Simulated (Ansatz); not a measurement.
**How far each method lies from RCCSDT(Q) for H$_{2}$Ge–CH, doublet**

Geometry: a point of a twist scan, not a stationary point.

```xyz
5

Ge   -0.0050    0.0179    0.2517
C    -0.0050   -0.0840   -1.4957
H    -0.0050    1.3450    1.0105
H    -0.0050   -1.2443    1.1018
H     0.4323   -0.3914   -2.4311
```

Basis cc-pVDZ; Ansatz 0.2.0. Only valence electrons are correlated (noble-gas cores and the filled d shells of p-block atoms frozen), which leaves 11 electrons in 41 orbitals. R marks a restricted (for open shells ROHF) determinant. Active spaces: pair = (3e, 3o) about the gap. No spin–orbit coupling is included, and no scalar relativity.

Full CI isn't at hand for all of this; RCCSDT(Q) serves as the reference, and is uncertain by about the last step of the cluster series.

```
UHF ⟨S²⟩                          : 1.332
T1 diagnostic (RCCSD)             : 0.0308
largest doubles amplitude (RCCSD) : 0.161
```

Task: From what is known of these methods and the diagnostics, rank them by the size of their error in total energy against RCCSDT(Q) in cc-pVDZ, smallest first (an estimate: the text doesn't fix the numbers).
A. MRCISD+Q (pair space)
B. NEVPT2 (pair space)
C. RHF
D. RCCSDT
E. RMP2

Result: D (2.0 kJ/mol), A (7.1 kJ/mol), B (107.5 kJ/mol), E (125.2 kJ/mol), C (682.5 kJ/mol).

All errors are against RCCSDT(Q) in cc-pVDZ. Within each family the higher level lies nearer, as is usual though not guaranteed.
